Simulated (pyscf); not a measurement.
Optimised with ωB97X-D3(BJ)/def2-SVP in PySCF. Correlated levels are frozen-core, on RHF or UHF. ΔMP2 is the change of the MP2 total energy from the triple- to the quadruple-zeta basis.

Q: H₃C–AlH₂ + CH₃• -> •H₂C–AlH₂ + CH₄
Surface: doublet. Broken: C–H. Formed: C–H. Give ΔE‡ and ΔE from CCSD(T)/def2-TZVPP + ΔMP2(QZVPP), relative to the separated reactants.

A: ΔE‡ = 0.55 eV, ΔE = -0.36 eV. Zero-point energy shifts the barrier by 0.00 eV. It is a hydrogen abstraction, with an imaginary mode of 1660i cm⁻¹. On the reactant side the descent ends in a bound adduct, 0.37 eV under the separated species and 0.85 eV under the saddle at ωB97X-D3(BJ)/def2-TZVP. •H₂C–AlH₂ lies 0.63 eV over its isomer [H₃C–AlH]• (electronic energy, ωB97M-D3(BJ)/def2-TZVP). This is the saddle that the search found; another between the same sides may lie lower. The angle at the transferred H is 174°. The CCSD(T) − MP2 part came from Ansatz, without density fitting, on the same reference.
